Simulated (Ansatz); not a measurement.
**How far a parabola holds: energy against volume of antifluorite Mg₂Si**

Antifluorite Mg₂Si, treated with LDA (Ansatz, an electronic-structure program, PAW). Settings: plane-wave cutoff 520 eV, 10×10×10 k mesh, Fermi–Dirac smearing 0.01 eV, scalar-relativistic PAW data made under PBE. The cell has no free parameter but its volume, all volumes share cutoff and mesh, and the runs aren't spin-polarised. Energies are free energies at the run's smearing, counted from the lowest row; static lattice.

| V (Å³/atom) | E (meV/atom) |
|---|---|
| 19.218 | ? |
| 19.627 | 6.45 |
| 20.036 | 1.56 |
| 20.445 | 0.00 |
| 20.854 | 1.46 |
| 21.263 | 5.64 |

Task: Fit E against V with a parabola, and predict the withheld value at V = 19.218.

Result: With u = V - 20.4, the rows have u = -0.7730, -0.3640, 0.0450, 0.4540, 0.8630. Least squares gives E = 0.036 - 1.2337·u + 9.0353·u². Residuals (row less fit): 0.061, -0.122, 0.001, 0.122, -0.061; standard error 0.136 (degrees of freedom: 2). The fitted curve has its minimum at V = 20.5, where E = -0.01. Its curvature is d²E/dV² = 2 × 9.0353 meV/Å⁶, so B = V0·d²E/dV² × 0.1602 = 59.3 GPa. At the withheld row, u = -1.1820, so E = 0.036 - 1.2337 × (-1.1820) + 9.0353 × (-1.1820)² = 14.118 meV/atom. The calculation gives 15.02 meV/atom, 0.902 meV/atom above the prediction (6.0 % of the range of E in the table). The row lies outside the fitted rows, so this is an extrapolation. From the scatter of the fitted rows alone, a prediction at this place has a standard error of 0.323 meV/atom, so the miss is 2.8 times that.

The residuals are curvature that a parabola lacks, not noise. A solid that stiffens under compression and softens on expansion lies above the parabola at the compressed end and under it at the expanded end, as this row does. A third-order Birch-Murnaghan fit to the whole scan has B0 = 59.0 GPa. Only scans are tabulated whose curvature falls smoothly with volume, and where the parabola meets the shown rows within 5 % of their range and misses the end by 0.1 meV or more.

Measured, for comparison: bulk modulus 55 GPa (temperature not stated, no zero-point or thermal correction, sources range from 47.0 to 55.0; as tabulated in Råsander and Moram (2015), arXiv:1505.02379). Computed less measured: bulk modulus +7 % (against room or unstated temperature, where such soft solids are markedly softer).
